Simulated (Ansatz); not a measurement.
Frontier orbitals of C8H18, SMILES `CC(C)(C)C(C)(C)C`.

```tsv
atom	x (Å)	y (Å)	z (Å)
C1	-0.010	-1.646	1.057
C2	-0.464	-0.267	0.574
C3	-0.450	0.675	1.780
C4	-1.914	-0.394	0.101
C5	0.464	0.267	-0.574
C6	0.690	-0.802	-1.645
C7	1.834	0.679	-0.032
C8	-0.151	1.489	-1.260
H9	-0.159	-2.414	0.295
H10	1.044	-1.656	1.346
H11	-0.592	-1.939	1.935
H12	-0.695	1.703	1.504
H13	0.519	0.681	2.282
H14	-1.195	0.348	2.511
H15	-2.365	0.580	-0.095
H16	-2.512	-0.882	0.874
H17	-2.000	-0.997	-0.807
H18	-0.249	-1.203	-2.034
H19	1.233	-0.369	-2.490
H20	1.285	-1.637	-1.269
H21	1.771	1.560	0.610
H22	2.311	-0.122	0.538
H23	2.500	0.928	-0.863
H24	-0.410	2.276	-0.547
H25	-1.050	1.231	-1.822
H26	0.567	1.914	-1.967
```

Charge 0, multiplicity 1. All single points use the PBE0-D4/def2-TZVP geometry. Basis def2-TZVPP, Ansatz 0.2.0.

```csv
functional,HOMO (eV),LUMO (eV),gap (eV)
PBE,-7.12,0.19,7.31
B97M-V,-7.52,0.25,7.77
PBE0,-8.40,0.99,9.39
B3LYP,-8.22,0.67,8.89
HSE06 (plane-wave form),-8.00,0.62,8.62
CAM-B3LYP,-9.79,1.76,11.55
ωB97M-V,-10.66,2.39,13.05
HF,-11.54,3.55,15.09
```

What is the vertical ionisation energy at frozen-core CCSD(T)/CBS(def2)? (Best estimate.)

Computed: 10.61 eV (T1 of the cation 0.015).

Against PBE, PBE0 changes HOMO and LUMO by −1.28 and +0.79 eV, ωB97M-V by −3.54 and +2.20 eV. A gap of 7.31 eV thus becomes 13.05 eV for the same molecule, so an orbital gap means little without its functional. A positive LUMO is unbound and depends on the basis. −ε(HOMO) differs from that ionisation energy by −3.49 eV with PBE and +0.05 eV with ωB97M-V.

B3LYP here is the variant with VWN-RPA as its local correlation; programs differ in this.
